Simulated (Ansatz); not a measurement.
CH₅ClSi (`C[SiH2]Cl`). Charge 0, multiplicity 1.

```xyz
8

C    -0.8445   -0.2518   -0.4948
Si    0.7668    0.2337    0.2902
Cl    0.6015    0.1155    2.3423
H    -0.7639   -0.1891   -1.5836
H    -1.6486    0.4115   -0.1703
H    -1.1124   -1.2759   -0.2276
H     1.1348    1.6320   -0.0411
H     1.8663   -0.6759   -0.1151
```

Problem. What are the harmonic wavenumbers in cm⁻¹ at PBE0-D4/def2-TZVP (Ansatz, finite differences of forces, unscaled)? (An estimate is asked.)

Solution. The calculation gave: 164, 198, 492, 528, 678, 699, 755, 883, 910, 959, 1278, 1442, 1448, 2237, 2242, 3053, 3138, 3150.

Problem. Is this a minimum?

Solution. Yes, all 18 modes are real.

Problem. Give the ideal-gas thermochemistry at 298.15 K and 1 bar (rigid rotor, harmonic oscillator; point group Cs, symmetry number 1).

Solution. Zero-point energy 145.1 kJ/mol; H(298) − E = 160.6 kJ/mol; entropy 298.1 J/(mol·K), of which translation 163.6, rotation 104.1, vibration 30.4; G(298) − E = 71.7 kJ/mol.
